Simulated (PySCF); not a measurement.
Species: C3H9OP.
Atom-mapped SMILES: `[CH3:1][P:2]([CH3:3])([CH3:4])=[O:5]` (hydrogens: H6, H7, H8 on C1; H9, H10, H11 on C3; H12, H13, H14 on C4)

Method: PySCF, PBE0-D3(BJ)/def2-SVP geometry optimisation, gas phase; density fitting, grid level 1; the optimiser is geomeTRIC in internal coordinates, started from a GFN2-xTB structure with every atom displaced at random (about 0.01 Å).

Step 0: E = -14578.2690 eV
```
atom  x, y, z in Å  |  force x, y, z in eV/Å
C1      1.5770    0.5837   -0.2800   -1.912   0.920  -0.020
P2      0.1288   -0.2271    0.5342    0.063   0.821  -2.207
C3     -0.4569   -1.4995   -0.6645    0.784   0.404   1.370
C4     -1.1689    1.0491    0.5712   -1.387  -1.910  -0.008
O5      0.4596   -0.7713    1.8497    0.438  -0.926   2.150
H6      1.2840    0.9983   -1.2629    0.180  -0.112   0.107
H7      1.8983    1.4104    0.3642    0.077   0.045   0.107
H8      2.3665   -0.1157   -0.3792    1.101  -1.000  -0.161
H9     -1.3225   -1.9732   -0.2146   -0.484  -0.249   0.075
H10    -0.6777   -1.0726   -1.6150   -0.356   0.390  -1.161
H11     0.3410   -2.2426   -0.7472    0.123  -0.155  -0.077
H12    -1.4169    1.4283   -0.4090   -0.105   0.277  -0.678
H13    -0.9116    1.8478    1.2176    0.571   1.111   0.915
H14    -2.1051    0.5721    1.0047    0.906   0.385  -0.412
```

Step 1: E = -14578.3932 eV
```
atom  x, y, z in Å  |  force x, y, z in eV/Å
C1      1.5583    0.6099   -0.2833    0.286  -0.562  -0.049
P2      0.1417   -0.1799    0.5287    0.022  -0.084   0.203
C3     -0.4126   -1.4430   -0.6506   -0.134   0.092  -0.167
C4     -1.2333    0.9999    0.5644    0.633   0.526   0.102
O5      0.4432   -0.7155    1.8977    0.075   0.045  -0.200
H6      1.3209    1.0140   -1.2768   -0.032   0.013  -0.033
H7      1.9908    1.3936    0.3532   -0.016  -0.028   0.047
H8      2.2929   -0.2226   -0.3884   -0.118   0.517  -0.007
H9     -1.3596   -1.8287   -0.2479   -0.037  -0.143  -0.080
H10    -0.5862   -1.0322   -1.6630    0.038  -0.084   0.187
H11     0.3097   -2.2697   -0.6984    0.035   0.018   0.021
H12    -1.5482    1.3690   -0.4252   -0.021  -0.087   0.098
H13    -0.8944    1.8571    1.1966   -0.413  -0.440  -0.239
H14    -2.0277    0.4357    1.0624   -0.319   0.218   0.118
```

Step 2: E = -14578.4468 eV
```
atom  x, y, z in Å  |  force x, y, z in eV/Å
C1      1.5535    0.5995   -0.2828    0.029  -0.163  -0.072
P2      0.1391   -0.1983    0.5337   -0.038  -0.065   0.138
C3     -0.4180   -1.4631   -0.6519   -0.124   0.060   0.028
C4     -1.2192    1.0154    0.5723    0.217   0.022   0.024
O5      0.4621   -0.7384    1.8938    0.023   0.011  -0.090
H6      1.3010    1.0158   -1.2688   -0.016   0.032   0.005
H7      1.9657    1.3838    0.3666   -0.040   0.028   0.029
H8      2.3226   -0.1812   -0.4072   -0.013   0.106   0.003
H9     -1.3602   -1.8841   -0.2697    0.015  -0.038  -0.024
H10    -0.5894   -1.0514   -1.6581    0.015  -0.005   0.012
H11     0.3222   -2.2741   -0.7019    0.047   0.027   0.016
H12    -1.5191    1.3802   -0.4201   -0.014  -0.031  -0.034
H13    -0.9002    1.8671    1.1943   -0.062  -0.060  -0.012
H14    -2.0645    0.5165    1.0692   -0.038   0.078  -0.023
```

**Question.** Estimate the geometry and energy of step 3. (The exact step hangs on the optimiser's Hessian estimate; all steps are aligned on step 2, rigid shifts and turns removed.)

**Answer.** E = -14578.4577 eV, largest force 0.088 eV/Å
```
atom  x, y, z in Å  |  force x, y, z in eV/Å
C1      1.5385    0.5963   -0.2803   -0.014   0.006  -0.040
P2      0.1372   -0.2172    0.5419   -0.021  -0.007   0.040
C3     -0.4273   -1.4729   -0.6479   -0.049  -0.010   0.044
C4     -1.1967    1.0192    0.5701   -0.019  -0.050  -0.009
O5      0.4734   -0.7624    1.8951   -0.003  -0.007  -0.024
H6      1.2698    1.0243   -1.2577   -0.009   0.015   0.019
H7      1.9264    1.3845    0.3807   -0.024   0.022  -0.001
H8      2.3324   -0.1502   -0.4179    0.047  -0.034  -0.004
H9     -1.3630   -1.9165   -0.2757    0.021  -0.003   0.007
H10    -0.5985   -1.0549   -1.6503    0.006   0.011  -0.019
H11     0.3295   -2.2687   -0.7017    0.015   0.006  -0.009
H12    -1.4767    1.3770   -0.4313    0.014  -0.008  -0.019
H13    -0.8788    1.8685    1.1880    0.043   0.066   0.040
H14    -2.0706    0.5608    1.0562   -0.008  -0.008  -0.024
```

The energy changes by -0.0109 eV. The first-order estimate −F·Δx gives -0.0181 eV and the mean of the old and new forces, exact on a quadratic surface, -0.0107 eV. The step makes an angle of 67° with the force vector and moves no atom by more than 0.047 Å.

The cost below is that of the whole optimisation. Time: 31 s of wall time; peak memory 0.49 GiB. Hardware: one thread, AMD EPYC 7B13 (x86_64), shared host.
